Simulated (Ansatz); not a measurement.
## Lithium, bcc: convergence with Fermi-Dirac smearing

Computed with Ansatz, r²SCAN, scalar-relativistic PAW, on the relaxed cell (a = 3.476 Å; spin not included). Errors count from a run at 500 eV on a Γ-centred 21×21×21 mesh with Fermi-Dirac smearing of 0.1 eV, extrapolated to zero width. Fixed here: cutoff 500 eV, mesh 13×13×13. The SCF starts from atomic densities corrected by a trained network.

```tsv
width (eV)	E(σ→0) error (meV/atom)	F error (meV/atom)	P (GPa)	SCF iterations
0.01	-1.1	-1.1	-0.02	6
0.03	-1.1	-1.7	-0.01	6
0.1	-1.0	-8.0	0.01	6
0.2	-0.8	-29.3	0.07	6
0.3	-2.0	-64.4	0.16	6
0.6	-18.7	-239.6	0.58	6
1.0	-67.2	-603.6	1.53	6
```
